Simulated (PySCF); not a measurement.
**AlO (SMILES [O]=[Al]) at UCAM-B3LYP/def2-TZVPPD**

What is the vertical ionisation energy of AlO at UCAM-B3LYP/def2-TZVPPD? The job is set up through a Python script.

The results are computed with PySCF 2.14.0.

2 further runs of the same task are left out: 2 set aside as unsound or not needed.

## (1) The structure to begin with

AlO has 2 atoms, charge 0, and is taken as a doublet. As SMILES, `[O]=[Al]`. Geometry: relaxed at PBE0-D4/def2-TZVP.

Bond lengths: O1–Al2 1.620 Å.

## (2) A single-point energy at UCAM-B3LYP/def2-TZVPPD

Contents of run.py:

```python
from pyscf import gto, dft

system = gto.M(
    atom='''
O        0.000000       0.000000      -0.024920
Al       0.000000       0.000000       1.594970
''',
    verbose=3,
    spin=1,
    max_memory=1860,
    basis='def2-tzvppd',
)

mf = dft.UKS(system)
mf.xc = 'cam-b3lyp'
mf.grids.level = 5
mf.conv_tol = 1e-10
mf.kernel()
if not mf.converged:
    mf = mf.newton().run(mf.mo_coeff, mf.mo_occ)

e_tot = mf.e_tot
print('E(%s) = %.9f' % ('CAM-B3LYP', e_tot))
```

Launch:

```sh
$ OMP_NUM_THREADS=1 python run.py
```

Log:

```text
WARN: HOMO -0.258860703890484 >= LUMO -0.258860703890491

converged SCF energy = -317.632302545744  <S^2> = 0.76236208  2S+1 = 2.0123241
E(CAM-B3LYP) = -317.632302546
```

Run time: 15 s. Hardware: 1 thread of Arm Neoverse V2, shared host; peak memory 0.41 GiB.

## (3) The singlet cation at the same level

Contents of calc.py:

```python
from pyscf import gto, dft

mol = gto.M(
    atom='''
O      0.000000     0.000000    -0.024920
Al     0.000000     0.000000     1.594970
''',
    charge=1,
    verbose=4,
    max_memory=1860,
    basis='def2-tzvppd',
)

myscf = dft.RKS(mol, xc='cam-b3lyp')
myscf.grids.level = 5
myscf.conv_tol = 1e-10
myscf.kernel()
if not myscf.converged:
    myscf = myscf.newton().run(myscf.mo_coeff, myscf.mo_occ)

energy = myscf.e_tot
print('Final energy', energy)
```

Launch:

```sh
$ OMP_NUM_THREADS=1 python calc.py
```

Log:

```text
PySCF version 2.14.0

[INPUT] num. atoms = 2
[INPUT] num. electrons = 20
[INPUT] charge = 1
[INPUT] spin (= nelec alpha-beta = 2S) = 0
[INPUT] symmetry False subgroup None
[INPUT] Mole.unit = angstrom
[INPUT] Symbol           X                Y                Z      unit          X                Y                Z       unit  Magmom
[INPUT]  1 O      0.000000000000   0.000000000000  -0.024920000000 AA    0.000000000000   0.000000000000  -0.047091975024 Bohr   0.0
[INPUT]  2 Al     0.000000000000   0.000000000000   1.594970000000 AA    0.000000000000   0.000000000000   3.014056476898 Bohr   0.0

nuclear repulsion = 33.9741772192433
number of shells = 30
number of NR pGTOs = 124
number of NR cGTOs = 88
basis = def2-tzvppd
ecp = {}

[... 57 lines left out ...]
converged SCF energy = -317.24681476684
Final energy -317.2468147668401
```

Run time: 8.4 s. Hardware: 1 thread of Arm Neoverse V2, shared host; peak memory 0.4 GiB.

## (4) Results

At UCAM-B3LYP/def2-TZVPPD:

```
                                          quantity          value
                         doublet AlO: total energy  -317.63230 Eh
                        doublet AlO: dipole moment         4.48 D
   doublet AlO: HOMO energy (highest over α and β)       -9.10 eV
    doublet AlO: LUMO energy (lowest over α and β)       -3.49 eV
                                 doublet AlO: ⟨S²⟩          0.762
                      singlet cation: total energy  -317.24681 Eh
                       singlet cation: HOMO energy      -17.03 eV
                       singlet cation: LUMO energy      -11.83 eV
                     singlet cation: HOMO–LUMO gap        5.20 eV
vertical ionisation energy (to the singlet cation)      10.490 eV
```

**Reading.** Removing an electron at fixed nuclei costs 10.49 eV (1012 kJ/mol). Only the singlet of the ionised species was computed; a triplet could lie lower.
